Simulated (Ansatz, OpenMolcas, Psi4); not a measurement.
## C2HClF2 (SMILES FC(F)=CCl): the vertical energy of the triplet above the singlet, rung by rung

C2HClF2: 6 atoms, total charge 0, spin state singlet. As SMILES, `FC(F)=CCl`. The shape is that of a PBE0-D4/def2-TZVP optimisation.

Quantity: the vertical energy of the triplet above the singlet, in eV. The values are calculated.

```
                                                       level                    kind     program  value (eV)  less CCSD(T)/6-31G*  CPU time (all runs)
                             HF/6-31G* (spherical functions)            Hartree–Fock  OpenMolcas        3.86                -0.98                 12 s
                            PBE/6-31G* (spherical functions)                     GGA      Ansatz        4.63                -0.21                 14 s
                          M06-L/6-31G* (spherical functions)                meta-GGA        Psi4        4.73                -0.11              2.1 min
                         M06-2X/6-31G* (spherical functions)         hybrid meta-GGA        Psi4        4.83                -0.01              2.5 min
                          HSE06/6-31G* (spherical functions)  range-separated hybrid        Psi4        4.51                -0.33              2.9 min
                       RPA@PBE0/6-31G* (spherical functions)                     RPA      Ansatz        4.75                -0.09                 26 s
                            MP2/6-31G* (spherical functions)     perturbation theory      Ansatz        5.00                +0.16                  6 s
CCSD(T)/6-31G* (spherical functions), open shells restricted   coupled cluster or CI  OpenMolcas        4.84                 0.00                 97 s
                           CCSD/6-31G* (spherical functions)   coupled cluster or CI      Ansatz        4.74                -0.10                 51 s
```

CCSD(T)/6-31G* (spherical functions), open shells restricted is the highest level here, not the true value. The values span 3.86 to 5.00 eV. Times are those of the runs behind each value, whatever else they computed, on shared processors of several kinds: orders of magnitude only.
